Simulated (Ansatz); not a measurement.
C₅H₁₂O, SMILES `CCCCOC` at its PBE0-D4/def2-TZVP geometry, where that method's forces vanish. Total charge 0; spin multiplicity 1.

```xyz
18

C     1.2254    2.4952    0.9629
C     1.0019    0.9947    0.8896
C    -0.0647    0.6093   -0.1217
C    -0.2839   -0.8823   -0.1940
O    -1.2799   -1.1599   -1.1436
C    -1.5354   -2.5295   -1.2650
H     0.3071    3.0159    1.2482
H     1.5411    2.8933   -0.0054
H     1.9945    2.7513    1.6949
H     1.9439    0.4960    0.6335
H     0.7189    0.6175    1.8792
H     0.2132    0.9725   -1.1168
H    -1.0143    1.0922    0.1324
H    -0.5832   -1.2729    0.7928
H     0.6537   -1.3933   -0.4695
H    -2.3155   -2.6564   -2.0161
H    -0.6400   -3.0813   -1.5860
H    -1.8827   -2.9622   -0.3155
```

Task: What forces (eV/Å) does ωB97M-V/def2-TZVPP give on these atoms in Ansatz? (An estimate is asked.)

Result: Computed: 
```
C1   0.032  0.210  0.011
C2   0.114 -0.174  0.129
C3  -0.118  0.155 -0.131
C4   0.197 -0.136  0.206
O5  -0.102  0.196 -0.119
C6  -0.072 -0.323 -0.040
H7   0.062 -0.043 -0.021
H8  -0.024 -0.034  0.066
H9  -0.060 -0.018 -0.057
H10 -0.067  0.034  0.014
H11  0.016  0.026 -0.071
H12 -0.015 -0.027  0.065
H13  0.062 -0.034 -0.013
H14  0.018  0.029 -0.074
H15 -0.071  0.038  0.016
H16  0.070  0.004  0.068
H17 -0.073  0.054  0.029
H18  0.032  0.044 -0.079
```
